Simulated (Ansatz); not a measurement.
Take GaN in the wurtzite structure (space group P6_3mc, No. 186; a = 3.218 Å, c = 5.243 Å) as the base.

Levels (all Ansatz, an electronic-structure program, PAW): PBE (420 eV, no SOC); PBEsol (420 eV, no spin-orbit coupling); r2SCAN (500 eV, no spin-orbit coupling); HSE06 (420 eV, spin-orbit coupling left out).

Levels that relaxed their own cell: PBE and PBEsol.

| level | band gap | lattice parameter a | lattice parameter c |
|---|---|---|---|
| PBE | 1.71 eV | 3.218 Å | 5.243 Å |
| PBEsol | 1.88 eV | 3.183 Å | 5.185 Å |
| r2SCAN | 2.35 eV | – | – |
| HSE06 | 3.19 eV | – | – |

Measured: band gap 3.68 eV (static lattice; corrected from measurement; as listed in Wei Chen et al., Physical Review Materials (2018)); lattice parameter a 3.189 Å (room temperature; as listed in M J Lucero, T M Henderson, G E Scuseria, Journal of Physics Condensed Matter (2012)); lattice parameter c 5.185 Å (room temperature; as listed in M J Lucero, T M Henderson, G E Scuseria, Journal of Physics Condensed Matter (2012)).

Computed minus measured — band gap: PBE -1.97 eV, PBEsol -1.80 eV, r2SCAN -1.33 eV, HSE06 -0.49 eV (closest: HSE06); lattice parameter a: PBE +0.9 %, PBEsol -0.2 % (closest: PBEsol); lattice parameter c: PBE +1.1 %, PBEsol +0.0 % (closest: PBEsol). Measured values not marked as corrected hold thermal and zero-point effects that the static-lattice runs lack. A measured gap can be an optical one, lowered by exciton binding. Levels without spin-orbit coupling miss its lowering of the gap, often about a third of the valence-band splitting.

Single points use the geometry relaxed with PBEsol. Whether these cells are dynamically stable was not tested.
